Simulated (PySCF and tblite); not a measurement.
4 constitutional isomers of C₆H₁₂:

| isomer | SMILES |
| --- | --- |
| A | [CH2:1]=[CH:2][C:3]([CH3:4])([CH3:5])[CH3:6] |
| B | [CH3:1]/[CH:2]=[CH:3]/[CH:4]([CH3:5])[CH3:6] |
| C | [CH3:1][CH2:2][CH:3]=[C:4]([CH3:5])[CH3:6] |
| D | [CH2:1]=[CH:2][C@H:3]([CH3:4])[CH2:5][CH3:6] |

Measured ¹³C shifts of one of them (ppm against TMS, one entry a carbon; solvent CDCl3; Stadelmann, Balmer, Riniker, Ebert, PCCP 2022): 149.9, 108.9, 33.7, 29.2, 29.2, 29.2.

Each isomer is a Boltzmann average at 298.15 K over at most 6 conformers: GFN2-xTB geometries, energies PBE0/def2-SVP (IEF-PCM, chloroform) (D3(BJ) added where defined), GIAO shieldings WP04/pcSseg-1 (IEF-PCM, chloroform), GFN2-xTB thermal terms. Programs: PySCF with density fitting and tblite.

Computed shifts in falling order:

```csv
carbon,measured,A,B,C,D
1,149.9,157.6,145.2,140.3,153.5
2,108.9,113.4,129.7,133.6,117.4
3,33.7,41.7,39.8,29.3,47.3
4,29.2,30.1,25.0,28.6,34.9
5,29.2,30.1,25.0,20.4,23.4
6,29.2,30.1,23.2,19.3,16.3
```

Problem. Which structure fits the measured spectrum?

Solution. After a straight-line fit of each column to the measured values (slope held to 0.85 to 1.15; an offset alone for few or close values), with errors scored by one-sided Student-t tails (width 1.5 ppm, 10 degrees of freedom):

```csv
isomer,slope,mean error (ppm),largest error,P (%)
A,1.039,1.85,5.1,100.0
B,1.061,7.32,15.7,0.0
C,1.078,8.06,20.9,0.0
D,1.053,7.10,12.6,0.0
```

The score favours A, which is the compound measured. Its computed assignment: ¹H (against TMS): 5.95 (H2, 1H), 4.92 (H1a, 1H), 4.91 (H1b, 1H), 1.05 (H4/H5/H6, 9H). ¹³C (against TMS): 157.6 (C2), 113.4 (C1), 41.7 (C3), 30.1 (C4/C5/C6).

Shifts are unscaled: against experiment ¹³C can be off by 15 ppm or more and ¹H by 0.8 ppm. The search found a single conformer for at least one isomer; other rotamers may be missing. A nearly planar conformer is counted with its mirror image, so its weight may be doubled. The cap on conformers cut off some of the population, so the set may be incomplete.
